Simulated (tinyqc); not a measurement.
Inside a calculation. Method: MP2 on RHF in the sto-3g basis, for CH3-, spin multiplicity 1. The basis has no diffuse functions, so it cannot describe the extra electron: this is an exercise in the method, not the real anion. One step of it, computed by the program tinyqc.

Problem. Iteration 7 (converged): orbitals. Diagonalise F' = X^T F X, C = X C', fill 5 alpha and 5 beta electrons from the bottom; D = 2 C_occ C_occ^T. Each column has its largest component positive (the first on a tie).

converged F (hartree):
```
             1C 1s      1C 2s     1C 2px     1C 2py     1C 2pz      2H 1s      3H 1s      4H 1s
1C 1s   -10.345830  -2.818257   0.000004   0.000000   0.002804  -0.842496  -0.843334  -0.843334
1C 2s    -2.818257  -1.014728   0.000099   0.000000   0.009407  -0.555020  -0.555373  -0.555373
1C 2px    0.000004   0.000099   0.213137   0.000000  -0.000005  -0.229276   0.114613   0.114613
1C 2py    0.000000   0.000000   0.000000   0.212767   0.000000   0.000000  -0.198616   0.198616
1C 2pz    0.002804   0.009407  -0.000005   0.000000   0.227675   0.011041   0.011048   0.011048
2H 1s    -0.842496  -0.555020  -0.229276   0.000000   0.011041  -0.152897  -0.205162  -0.205162
3H 1s    -0.843334  -0.555373   0.114613  -0.198616   0.011048  -0.205162  -0.153316  -0.205217
4H 1s    -0.843334  -0.555373   0.114613   0.198616   0.011048  -0.205162  -0.205217  -0.153316
```

X:
```
                1          2          3          4          5          6          7          8
1C 1s   -0.311646   0.000000  -0.000378   0.971859   0.163557  -0.000049   0.000000   0.146598
1C 2s    1.648616   0.000000   0.001342  -0.029247   0.023315  -0.000033   0.000000   0.430072
1C 2px  -0.001251   0.000000   1.179224   0.000102   0.000013   0.613190   0.000000  -0.000001
1C 2py   0.000000   1.179880   0.000000   0.000000   0.000000   0.000000   0.613091   0.000000
1C 2pz  -0.046173   0.000000  -0.000031  -0.172446   0.984647   0.000003   0.000000  -0.011885
2H 1s   -0.757140   0.000000  -1.112006  -0.150748  -0.025479   0.433845   0.000000   0.291653
3H 1s   -0.759351  -0.962844   0.554948  -0.150783  -0.025486  -0.216822   0.375644   0.291738
4H 1s   -0.759351   0.962844   0.554948  -0.150783  -0.025486  -0.216822  -0.375644   0.291738
```

Give: F' = X^T F X; orbital energies; coefficients C; D after iteration 7.

Solution.

F' = X^T F X (hartree):
```
         1       2        3        4        5        6        7        8
1   1.1324  0.0000  -0.0003   0.5746   0.0887  -0.0002   0.0000   0.0771
2   0.0000  1.2950   0.0000   0.0000   0.0000   0.0000   0.1748   0.0000
3  -0.0003  0.0000   1.2942   0.0011   0.0002   0.1749   0.0000   0.0002
4   0.5746  0.0000   0.0011  -8.9167  -1.6122   0.0007   0.0000  -3.0936
5   0.0887  0.0000   0.0002  -1.6122  -0.0564   0.0001   0.0000  -0.5466
6  -0.0002  0.0000   0.1749   0.0007   0.0001  -0.0881   0.0000   0.0003
7   0.0000  0.1748   0.0000   0.0000   0.0000   0.0000  -0.0883   0.0000
8   0.0771  0.0000   0.0002  -3.0936  -0.5466   0.0003   0.0000  -1.5438
```

orbital energies (hartree): MO1 -10.3534, MO2 -0.4295, MO3 -0.1101, MO4 -0.1099, MO5 0.2277, MO6 1.1707, MO7 1.3160, MO8 1.3167

coefficients C:
```
            MO1      MO2      MO3      MO4      MO5      MO6      MO7      MO8
1C 1s    0.9917  -0.2130   0.0000   0.0000  -0.0102  -0.2467   0.0002   0.0000
1C 2s    0.0390   0.5397   0.0000   0.0001   0.0474   1.6153  -0.0018   0.0000
1C 2px   0.0000  -0.0001   0.0000   0.4627   0.0000   0.0011   1.2460   0.0000
1C 2py   0.0000   0.0000   0.4627   0.0000   0.0000   0.0000   0.0000   1.2465
1C 2pz  -0.0006  -0.0120   0.0000   0.0000   0.9990  -0.0583   0.0001   0.0000
2H 1s   -0.0080   0.2664   0.0000   0.5679  -0.0100  -0.7834  -1.0484   0.0000
3H 1s   -0.0080   0.2666   0.4916  -0.2838  -0.0100  -0.7825   0.5253  -0.9091
4H 1s   -0.0080   0.2666  -0.4916  -0.2838  -0.0100  -0.7825   0.5253   0.9091
```

D after iteration 7:
```
          1C 1s    1C 2s   1C 2px   1C 2py   1C 2pz    2H 1s    3H 1s    4H 1s
1C 1s    2.0580  -0.1536   0.0000   0.0000  -0.0165  -0.1292  -0.1293  -0.1293
1C 2s   -0.1536   0.5900   0.0000   0.0000   0.0817   0.2861   0.2862   0.2862
1C 2px   0.0000   0.0000   0.4283   0.0000   0.0000   0.5255  -0.2627  -0.2627
1C 2py   0.0000   0.0000   0.0000   0.4283   0.0000   0.0000   0.4550  -0.4550
1C 2pz  -0.0165   0.0817   0.0000   0.0000   1.9963  -0.0263  -0.0263  -0.0263
2H 1s   -0.1292   0.2861   0.5255   0.0000  -0.0263   0.7873  -0.1799  -0.1799
3H 1s   -0.1293   0.2862  -0.2627   0.4550  -0.0263  -0.1799   0.7870  -0.1798
4H 1s   -0.1293   0.2862  -0.2627  -0.4550  -0.0263  -0.1799  -0.1798   0.7870
```
